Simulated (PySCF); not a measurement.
Energy landscape of AlF₃, singlet: umbrella (inversion) coordinate, bond length relaxed. Scanned: angle between the Al-F bonds and the threefold axis (90 = planar). Other coordinates (Al-F bond length) were minimised at B3LYP/def2-TZVP.

Computed with CCSD(T) on RHF/cc-pVDZ, 8 core orbitals frozen run with PySCF.

Scanned values (°): 90, 93, 96, 99, 102, 105, 108, 111, 114, 117, 120, 123, 126, 129, 132.

Problem. Locate the minima and the barriers on this grid.

Solution. Lower than their neighbours: 90° (0.0 mEh, end of the scan). Higher than their neighbours: 132° (200.1 mEh, end of the scan). The whole profile spans 200.1 mEh.
